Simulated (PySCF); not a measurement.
# C5H8O: the cost of one run

The runs use PySCF 2.14.0, with density-fitted response routines of our own; the level of theory stands in each step. All values are computed, except where a source is named. Atoms are numbered from 0 throughout.

## (1) Starting geometry

14 atoms, charge 0, multiplicity 1; geometry from: GFN2-xTB. The atoms were then displaced at random by about 0.01 Å, so the start is not that level's minimum.

Bonds of the start (Å): C0–C1 1.47, C1–C2 1.32, C2–C3 1.52, C3–C4 1.49, C3–O5 1.21, C0–H6 1.11, C0–H7 1.07, C0–H8 1.10, C1–H9 1.09, C2–H10 1.07, C4–H11 1.07, C4–H12 1.07, C4–H13 1.09.

## (2) Optimising the geometry at PBE0-D3(BJ)/def2-TZVP

The job: settings as JSON, then the geometry in Å.

```
{"job": {"xc": "PBE0", "basis": "def2-TZVP", "d3": "d3bj", "grid": 2, "shake": 0.01, "kind": "geom"}, "charge": 0, "multiplicity": 1}
C     -2.481060    -0.337260     0.229100
C     -1.206240     0.252640     0.652260
C     -0.024800    -0.125930     0.198540
C      1.268430     0.514300     0.681510
C      2.493170    -0.036880     0.043880
O      1.244280     1.402260     1.509190
H     -3.107630     0.468880    -0.218090
H     -2.351240    -1.105320    -0.504870
H     -3.044830    -0.691760     1.107530
H     -1.241200     1.049000     1.399790
H      0.087680    -0.914250    -0.517490
H      2.453460     0.100460    -1.018370
H      2.553510    -1.084030     0.257030
H      3.349300     0.492820     0.452260
```

The run is started by

```
$ OMP_NUM_THREADS=1 python probes_run.py task.json out
```

The driver reads the jobs from task.json and runs them one after another.

**Question.** How long does this first job take on 1 thread of Arm Neoverse V1, shared host, and how much memory does it need?

About 3.5 min, with a peak of 1.2 GiB.
